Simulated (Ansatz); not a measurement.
# CH4BN: the cost of one run

Computed with Ansatz 0.2.0, Gaussian basis. Level: the settings change from run to run.

## 1. The geometry

The structure was relaxed beforehand with PBE0-D4 in a triple-zeta def2 set.

SMILES `BN=C`, 7 atoms, charge 0, spin multiplicity 1.

Atoms are counted from 1 here; the program's logs count them from 0.

Bond lengths: B1–N2 1.351 Å, B1–H4 1.197 Å, B1–H5 1.197 Å, N2–C3 1.241 Å, C3–H6 1.094 Å, C3–H7 1.094 Å. Angles: N2–B1–H4 118.7°, N2–B1–H5 118.7°, H4–B1–H5 122.7°, B1–N2–C3 180.0°, N2–C3–H6 121.4°, N2–C3–H7 121.4°, H6–C3–H7 117.1°.

As a file:

```xyz
7
CH4BN
B    -1.1121    0.3760   -0.5464
N     0.0503   -0.0239    0.0135
C     1.1178   -0.3913    0.5277
H    -1.5315   -0.2272   -1.4912
H    -1.6805    1.3188   -0.0774
H     1.1377   -1.1272    1.3366
H     2.0795    0.0068    0.1915
```

## 2. RPA/def2-TZVPD

Options: unrestricted orbitals.

File in.yaml:

```yaml
crystal:
  periodic: [false, false, false]
  atoms:
    - {symbol: B, position_ang: [-1.112103, 0.375981, -0.546400]}
    - {symbol: N, position_ang: [0.050312, -0.023903, 0.013480]}
    - {symbol: C, position_ang: [1.117802, -0.391268, 0.527657]}
    - {symbol: H, position_ang: [-1.531526, -0.227172, -1.491159]}
    - {symbol: H, position_ang: [-1.680533, 1.318842, -0.077435]}
    - {symbol: H, position_ang: [1.137705, -1.127163, 1.336636]}
    - {symbol: H, position_ang: [2.079543, 0.006782, 0.191522]}
basis:
  gaussian: {orbitals: def2-TZVPD}
magnetization: {spin_polarized: true, initial_magnetization: 0}
hamiltonian: {xc: {name: PBE0}}
correlation: {method: rpa}
```

Run with:

```console
> ansatz run in.yaml --threads 2 --pin off --events-out ev --progress --plain --max-ram 4352MiB
```

**Question.** How long does this run take on 2 threads of Arm Neoverse V1, shared host, and how much memory does it need?

About 4.1 s, with a peak of 0.31 GiB.
